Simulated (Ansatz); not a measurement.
Basis-set extrapolation for `F/C=C/F` (PBE0-D4/def2-TZVP geometry, frozen core, the Gaussian-basis code of Ansatz). Multiplicity 1, RHF reference.

|  | def2-TZVPP | def2-QZVPP |
| --- | --- | --- |
| HF | -275.847383 | -275.859554 |
| MP2 correlation | -0.809131 | -0.878308 |
| CCSD(T) correlation | -0.854736 | not run |

Energies in hartree. Use E(X) = E(∞) + A·exp(−7.88·√X) for Hartree–Fock and E(X) = E(∞) + B·X^(−2.97) for correlation, with X = 3 and 4, and add CCSD(T) minus MP2 of the smaller set to the MP2 limit.

Problem. What is the CCSD(T) energy at the basis-set limit?

Solution. HF limit: -275.859554 + (-0.012171) × 0.13774 = -275.86123. MP2 limit: -0.878308 + (-0.069177) × 0.74074 = -0.92955. Higher-order term: -0.854736 − (-0.809131) = -0.04561. Total: -276.83639 hartree, 84.3 kcal/mol below CCSD(T)/def2-TZVPP.
